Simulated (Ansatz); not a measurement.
**CH₃NS: single points off equilibrium**

The task here is to estimate one member of a computed series from the others.

The runs use Ansatz 0.2.0, Gaussian basis; single points in def2-TZVPP.

Cores are frozen in the correlated methods. B3LYP uses VWN-RPA correlation.

## Where the work starts

6 atoms, charge 0, spin multiplicity 1.

Atoms are counted from 1 here; the program's logs count them from 0.

Bond lengths: N1–C2 1.299 Å, N1–H4 1.046 Å, N1–H5 1.019 Å, C2–S3 1.575 Å, C2–H6 1.094 Å. Angles: C2–N1–H4 120.5°, C2–N1–H5 124.3°, H4–N1–H5 115.2°, N1–C2–S3 124.2°, N1–C2–H6 115.9°, S3–C2–H6 119.9°.

Coordinates:

```csv
atom,x (Å),y (Å),z (Å)
N1,-0.5928,-0.0270,-0.3597
C2,0.4896,0.1414,0.3393
S3,1.4996,-1.0122,0.7004
H4,-0.8476,-0.9740,-0.7226
H5,-1.2316,0.7236,-0.6195
H6,0.6751,1.1593,0.6939
```

Set-up of the first run:

File run/in.yaml:

```yaml
crystal:
  periodic: [false, false, false]
  atoms:
    - {symbol: N, position_ang: [-0.592800, -0.027000, -0.359700]}
    - {symbol: C, position_ang: [0.489600, 0.141400, 0.339300]}
    - {symbol: S, position_ang: [1.499600, -1.012200, 0.700400]}
    - {symbol: H, position_ang: [-0.847600, -0.974000, -0.722600]}
    - {symbol: H, position_ang: [-1.231600, 0.723600, -0.619500]}
    - {symbol: H, position_ang: [0.675100, 1.159300, 0.693900]}
basis:
  gaussian: {orbitals: def2-TZVPP}
correlation: {method: ccsd_t}
output: {forces: true}
```

No record of the launch command was kept for these runs.

Steps of the session up to this table: CCSD(T)/def2-TZVPP; PBE0-D4/def2-TZVPP; wB97M-V/def2-TZVPP; r2SCAN-D4/def2-TZVPP; PBE-D4/def2-TZVPP; LC-wPBE/def2-TZVPP; B3LYP-D4/def2-TZVPP.

One table of the session follows, with a row left open; its other results are not shown here.

| method | RMS force component (eV/Å) | angle to CCSD(T) forces (°) | dipole (D) |
| --- | --- | --- | --- |
| CCSD(T) | 1.437 | reference | 4.24 |
| PBE0-D4 | 1.237 | 4.3 | 4.36 |
| wB97M-V | ? | ? | ? |
| r2SCAN-D4 | 1.286 | 2.8 | 4.39 |
| PBE-D4 | 1.300 | 7.7 | 4.21 |
| LC-wPBE | 1.200 | 5.6 | 4.50 |
| B3LYP-D4 | 1.306 | 2.5 | 4.28 |

**Question.** Estimate the row for wB97M-V.

**Answer.** RMS force component (eV/Å): 1.294; angle to CCSD(T) forces (°): 2.6; dipole (D): 4.34. In the column «RMS force component (eV/Å)» it lies between r2SCAN-D4 (1.286) and PBE-D4 (1.300).
